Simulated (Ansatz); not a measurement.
Ansatz (a quantum-chemistry and plane-wave program) input (PBE/6-31G*):

Ansatz 0.2 input:
```yaml
crystal:
  periodic: [false, false, false]
  atoms:
    - {symbol: C, position_ang: [-0.01056978, 0.49778310, 0.42770843]}
    - {symbol: F, position_ang: [0.01210757, -0.48553006, -0.48251610]}
    - {symbol: H, position_ang: [-0.98026178, 0.69384468, 0.86184822]}
    - {symbol: H, position_ang: [0.93471233, 0.68922727, 0.91454611]}
basis:
  gaussian:
    orbitals: 6-31G*
hamiltonian:
  xc: {name: PBE}
magnetization: {spin_polarized: true, initial_magnetization: 1}
relax: {f_tol: 0.003, max_steps: 120}
```

Output:

```
Functional definition: PBE
integrals: 0.00 GiB planned
383 factors; their error is unknown
mean field: 0.07 GiB planned
mean field evaluation 1: about -3778.4835 eV, gradient 1.7e1 eV
mean field evaluation 2: about -3778.2892 eV, gradient 1.8e1 eV
mean field evaluation 4: about -3779.9622 eV, gradient 1.9e0 eV
mean field evaluation 8: about -3779.9726 eV, gradient 2.5e-2 eV
mean field evaluation 16: about -3779.9464 eV, gradient 1.1e-5 eV
mean field -3779.94643918 eV, -138.9104695001 hartree, gradient 1.1e-5 eV, S^2 0.752663; 0 other end points of the search recorded, 0 dependent functions left out
the calculation of the forces begins
reference -3779.94645205 eV, -138.9104699731 hartree; 9, 8 occupied and 25, 26 virtual orbitals, 383 factors
relax step   1: F+E_penalty+E_count = -3779.94643918 eV  Δ(F+E_penalty+E_count) = +0.000e0 eV  max|allowed force component| = 3.637e-1 eV/Å  Δτ_max = 0.0000 Å  (26 SCF iters, accepted)
these checks for a lower state are left out or cut short: starts, cluster_reference, orbital_swaps, neighbouring_geometries, increment
integrals: 0.00 GiB planned
383 factors; their error is unknown
mean field: 0.07 GiB planned
mean field -3779.95388191 eV, -138.9107430155 hartree, gradient 1.3e-5 eV, S^2 0.752696; 0 other end points of the search recorded, 0 dependent functions left out
the calculation of the forces begins
reference -3779.95389481 eV, -138.9107434893 hartree; 9, 8 occupied and 25, 26 virtual orbitals, 383 factors
relax step   2: F+E_penalty+E_count = -3779.95388191 eV  Δ(F+E_penalty+E_count) = -7.443e-3 eV  max|allowed force component| = 9.703e-2 eV/Å  Δτ_max = 0.0081 Å  (28 SCF iters, accepted)
these checks for a lower state are left out or cut short: starts, cluster_reference, orbital_swaps, neighbouring_geometries, increment
integrals: 0.00 GiB planned
383 factors; their error is unknown
mean field: 0.07 GiB planned
mean field evaluation 32: about -3779.9551 eV, gradient 1.4e-5 eV
mean field -3779.95514458 eV, -138.9107894179 hartree, gradient 1.4e-5 eV, S^2 0.752626; 0 other end points of the search recorded, 0 dependent functions left out
the calculation of the forces begins
reference -3779.95515749 eV, -138.9107898920 hartree; 9, 8 occupied and 25, 26 virtual orbitals, 383 factors
relax step   3: F+E_penalty+E_count = -3779.95514458 eV  Δ(F+E_penalty+E_count) = -1.263e-3 eV  max|allowed force component| = 1.959e-2 eV/Å  Δτ_max = 0.0139 Å  (28 SCF iters, accepted)
these checks for a lower state are left out or cut short: starts, cluster_reference, orbital_swaps, neighbouring_geometries, increment
integrals: 0.00 GiB planned
383 factors; their error is unknown
mean field: 0.07 GiB planned
mean field -3779.95516043 eV, -138.9107900002 hartree, gradient 1.0e-5 eV, S^2 0.752628; 0 other end points of the search recorded, 0 dependent functions left out
the calculation of the forces begins
reference -3779.95517333 eV, -138.9107904743 hartree; 9, 8 occupied and 25, 26 virtual orbitals, 383 factors
relax step   4: F+E_penalty+E_count = -3779.95516043 eV  Δ(F+E_penalty+E_count) = -1.585e-5 eV  max|allowed force component| = 7.463e-3 eV/Å  Δτ_max = 0.0006 Å  (21 SCF iters, accepted)
these checks for a lower state are left out or cut short: starts, cluster_reference, orbital_swaps, neighbouring_geometries, increment
integrals: 0.00 GiB planned
383 factors; their error is unknown
mean field: 0.07 GiB planned
mean field -3779.95516063 eV, -138.9107900076 hartree, gradient 5.4e-5 eV, S^2 0.752625; 0 other end points of the search recorded, 0 dependent functions left out
the calculation of the forces begins
reference -3779.95517353 eV, -138.9107904818 hartree; 9, 8 occupied and 25, 26 virtual orbitals, 383 factors
relax step   5: F+E_penalty+E_count = -3779.95516063 eV  Δ(F+E_penalty+E_count) = -2.016e-7 eV  max|allowed force component| = 9.206e-3 eV/Å  Δτ_max = 0.0004 Å  (19 SCF iters, accepted)
these checks for a lower state are left out or cut short: starts, cluster_reference, orbital_swaps, neighbouring_geometries, increment
integrals: 0.00 GiB planned
383 factors; their error is unknown
mean field: 0.07 GiB planned
mean field -3779.95516225 eV, -138.9107900671 hartree, gradient 3.8e-5 eV, S^2 0.752627; 0 other end points of the search recorded, 0 dependent functions left out
the calculation of the forces begins
reference -3779.95517515 eV, -138.9107905412 hartree; 9, 8 occupied and 25, 26 virtual orbitals, 383 factors
relax step   6: F+E_penalty+E_count = -3779.95516225 eV  Δ(F+E_penalty+E_count) = -1.619e-6 eV  max|allowed force component| = 1.422e-4 eV/Å  Δτ_max = 0.0002 Å  (18 SCF iters, accepted)
integrals: 0.00 GiB planned
383 factors; their error is unknown
mean field: 0.07 GiB planned
mean field evaluation 64: about -3779.9552 eV, gradient 1.8e-3 eV
mean field -3779.95516225 eV, -138.9107900671 hartree, gradient 3.8e-5 eV, S^2 0.752627; 1 other end points of the search recorded, 0 dependent functions left out
the calculation of the forces begins
reference -3779.95517515 eV, -138.9107905412 hartree; 9, 8 occupied and 25, 26 virtual orbitals, 383 factors
Total energy: -3779.95517515 eV, -138.9107905412 hartree
Atom 0 at    -0.010107     0.506714     0.411672 Å, force     0.000001    -0.000121    -0.000057 eV/Å
Atom 1 at     0.012255    -0.496238    -0.488809 Å, force    -0.000002     0.000107     0.000085 eV/Å
Atom 2 at    -0.984048     0.694742     0.872917 Å, force    -0.000141     0.000007    -0.000018 eV/Å
Atom 3 at     0.937888     0.690107     0.925807 Å, force     0.000142     0.000007    -0.000010 eV/Å
Dipole moment:    -0.005417     0.104269     0.205980 e Å
```

The geometry given is a B3LYP-D3(BJ)/def2-TZVP minimum.
